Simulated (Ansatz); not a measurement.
The cluster Al₃H was relaxed with PBE-D4 (def2-TZVP) in Ansatz in these states: neutral quintet, neutral triplet. The geometries follow in no particular order.

A:

```xyz
4

Al   -1.0209    0.0462   -1.8220
Al    0.3766   -2.0544   -0.0393
Al    0.1392    0.4339    0.4021
H     0.5051    1.5744    1.4592
```

B:

```
atom   x (Å)   y (Å)   z (Å)
 Al1  -1.509   0.836   1.044
 Al2  -0.927  -1.651   0.693
 Al3   0.582   0.195  -0.415
  H4   1.855   0.620  -1.323
```

**Question.** Judge from the bond lengths which geometry belongs to which state (an estimate).

**Answer.** A is the neutral quintet (Al1–Al2 3.089 Å, Al2–Al3 2.538 Å, Al1–Al3 2.538 Å); B is the neutral triplet (Al1–Al2 2.578 Å, Al2–Al3 2.629 Å, Al1–Al3 2.629 Å).

At PBE0-D4/def2-TZVP a broken-symmetry singlet lies 1.13 eV below the neutral quintet. At PBE0-D4/def2-TZVP a broken-symmetry singlet lies 0.10 eV below the neutral triplet. These are the stationary points nearest to one start from a short search; other shapes may lie lower in each state.
